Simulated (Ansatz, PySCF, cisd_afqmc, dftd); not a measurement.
System: CH3O, charge 0, doublet. CH3O (SMILES [O]C, doublet).
B3LYP-D3(BJ)/def2-TZVP minimum from Ansatz (a program for electronic structure):
```
C
O 1 1.3624
H 1 1.0992 2 113.34
H 1 1.0992 3 111.54 2 129.37
H 1 1.1083 3 106.28 4 115.42
```
Charge 0, spin multiplicity 2.

Quantity: enthalpy of formation at 298 K (by atomisation, with ideal-gas terms from PySCF's Hessian at B3LYP-D3(BJ)/def2-TZVP and the atoms' measured values of the G2/97 table; no spin-orbit terms), in kcal/mol. Open shells are spin-unrestricted; no spin-orbit coupling. Correlated methods leave the cores frozen. Rows without X2C or -DK are non-relativistic. The Monte Carlo rows (phaseless AFQMC, CISD trial, step 0.005/hartree) carry one-sigma bars that omit the constraint's bias. Outlying blocks are dropped, and bars are widened where a walk drifts. Over all cases where full CI ran beside it in this data, AFQMC minus full CI had a median of +0.1 mEh and passed +0.4 mEh in a tenth of the cases. CBS(X,Y): correlation extrapolated as X^-3, Hartree-Fock from the larger set. A bracket is a step between two methods taken in the basis named. The functionals are non-relativistic, so their misses hold any scalar relativity. Double hybrids freeze cores in their MP2 part. '+ core + X2C': CCSD(T) terms for core correlation (cc-pwCVTZ) and scalar relativity (cc-pVTZ-DK). For partners of very few electrons the exact lower level stands in for a higher one.

Measured: 4.1 kcal/mol, 17.2 kJ/mol (G2/97 table in ASE (Curtiss et al.)); atomic spin-orbit terms, which the calculations lack, would raise the computed values.

```json
[
 {"level": "HF/aug-cc-pVDZ", "program": "Ansatz", "enthalpy of formation at 298 K (kcal/mol)": "118.4", "error against that value": "114.3"},
 {"level": "PBE0-D3(BJ)/def2-TZVPD", "program": "Ansatz + dftd3", "enthalpy of formation at 298 K (kcal/mol)": "1.4", "error against that value": "-2.7"},
 {"level": "PBE0-D4/def2-TZVPD", "program": "Ansatz + dftd4", "enthalpy of formation at 298 K (kcal/mol)": "1.5", "error against that value": "-2.6"},
 {"level": "wB97M-V/def2-TZVPD", "program": "Ansatz", "enthalpy of formation at 298 K (kcal/mol)": "2.6", "error against that value": "-1.5"},
 {"level": "B2PLYP-D4/def2-TZVPD", "program": "Ansatz + dftd4", "enthalpy of formation at 298 K (kcal/mol)": "7.6", "error against that value": "3.5"},
 {"level": "B2PLYP/def2-TZVPD", "program": "Ansatz", "enthalpy of formation at 298 K (kcal/mol)": "8.1", "error against that value": "4.0"},
 {"level": "B2GP-PLYP-D4/def2-TZVPD", "program": "Ansatz + dftd4", "enthalpy of formation at 298 K (kcal/mol)": "10.3", "error against that value": "6.2"},
 {"level": "MP2/cc-pVQZ", "program": "Ansatz", "enthalpy of formation at 298 K (kcal/mol)": "8.5", "error against that value": "4.4"},
 {"level": "CCSD/aug-cc-pVTZ", "program": "Ansatz", "enthalpy of formation at 298 K (kcal/mol)": "17.8", "error against that value": "13.7"},
 {"level": "CCSD/cc-pVTZ", "program": "Ansatz", "enthalpy of formation at 298 K (kcal/mol)": "20.2", "error against that value": "16.1"},
 {"level": "CCSD(T)/CBS(aug-cc-pVTZ,aug-cc-pVQZ) + core + X2C", "program": "Ansatz", "enthalpy of formation at 298 K (kcal/mol)": "4.2", "error against that value": "0.1"},
 {"level": "CCSDT(Q)/cc-pVDZ", "program": "Ansatz", "enthalpy of formation at 298 K (kcal/mol)": "36.2", "error against that value": "32.1"},
 {"level": "AFQMC/CISD/cc-pVDZ", "program": "cisd_afqmc", "enthalpy of formation at 298 K (kcal/mol)": "36.4 ± 0.2", "error against that value": "32.3"},
 {"level": "CCSD(T)/CBS(aug-cc-pVTZ,aug-cc-pVQZ) + [CCSDT(Q) - CCSD(T)]/aug-cc-pVDZ + core + X2C", "program": "Ansatz", "enthalpy of formation at 298 K (kcal/mol)": "3.9", "error against that value": "-0.2"}
]
```
